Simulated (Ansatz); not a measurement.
**CH6Si (singlet): wave-function methods side by side, cc-pV(Q+d)Z**

One table from this session's results is given with a row withheld; the runs are named, their logs left out.

Computed with Ansatz 0.2.0, Gaussian basis. Level: cc-pV(Q+d)Z, core rule «outside noble gas», up to 6 orbitals frozen.

Plan: UHF; CCSD(T) on RHF; BCCD(T) on RHF.

19 further runs of the same task are left out: 2 that didn't finish, 17 set aside as unsound or not needed.

## What is computed

The geometry is an MP2(full)/6-31G* stationary point (not a proven minimum).

8 atoms, charge 0, spin multiplicity 1.

Atoms are counted from 1 here; the program's logs count them from 0.

Bond lengths: C1–Si2 1.880 Å, C1–H3 1.092 Å, C1–H4 1.092 Å, C1–H5 1.092 Å, Si2–H6 1.486 Å, Si2–H7 1.486 Å, Si2–H8 1.486 Å. Angles: Si2–C1–H3 111.0°, Si2–C1–H4 111.0°, Si2–C1–H5 111.0°, H3–C1–H4 107.9°, H3–C1–H5 107.9°, H4–C1–H5 107.9°, C1–Si2–H6 110.6°, C1–Si2–H7 110.6°, C1–Si2–H8 110.6°, H6–Si2–H7 108.3°, H6–Si2–H8 108.3°, H7–Si2–H8 108.3°.

As a file:

```mol
CH6Si
  3D, bonds by distance, orders not assigned

  8  7  0  0  0  0  0  0  0  0999 V2000
    0.0000    0.0000   -1.2762 C   0  0
    0.0000    0.0000    0.6040 Si  0  0
    0.0000   -1.0198   -1.6681 H   0  0
   -0.8831    0.5099   -1.6681 H   0  0
    0.8831    0.5099   -1.6681 H   0  0
    0.0000    1.3912    1.1270 H   0  0
   -1.2048   -0.6956    1.1270 H   0  0
    1.2048   -0.6956    1.1270 H   0  0
  1  2  8  0
  1  3  8  0
  1  4  8  0
  1  5  8  0
  2  6  8  0
  2  7  8  0
  2  8  8  0
M  END
```

Set-up of the first run:

File in.yaml:

```yaml
crystal:
  periodic: [false, false, false]
  atoms:
    - {symbol: C, position_ang: [0.000000, 0.000000, -1.276165]}
    - {symbol: Si, position_ang: [0.000000, 0.000000, 0.604004]}
    - {symbol: H, position_ang: [0.000000, -1.019762, -1.668062]}
    - {symbol: H, position_ang: [-0.883140, 0.509881, -1.668062]}
    - {symbol: H, position_ang: [0.883140, 0.509881, -1.668062]}
    - {symbol: H, position_ang: [0.000000, 1.391234, 1.126983]}
    - {symbol: H, position_ang: [-1.204844, -0.695617, 1.126983]}
    - {symbol: H, position_ang: [1.204844, -0.695617, 1.126983]}
basis:
  gaussian: {orbitals: "cc-pV(Q+d)Z.json"}
magnetization: {spin_polarized: true, initial_magnetization: 0}
hamiltonian: {xc: hf}
output: {orbitals: {seedname: orbitals}}
```

On the command line:

```
> ansatz run in.yaml --threads 1 --pin off --events-out ev --progress --plain --max-ram 4160MiB --backend cpu
```

Among the steps run: UHF; CCSD(T) on RHF; BCCD(T) on RHF.

One of the session's tables, all rows but one given; the rest of the session is left out.

It belongs to the step «Misses and costs». 

```
  method  from RCCSD(T) (kJ/mol)
     RHF                       ?
    RMP2                  +124.7
   RCCSD                   +32.9
RCCSD(T)                       0
 BCCD(T)                    -0.2
```

**Question.** Estimate the row for RHF.

**Answer.** from RCCSD(T) (kJ/mol): +1014.5. In the column «from RCCSD(T) (kJ/mol)» it is the highest.
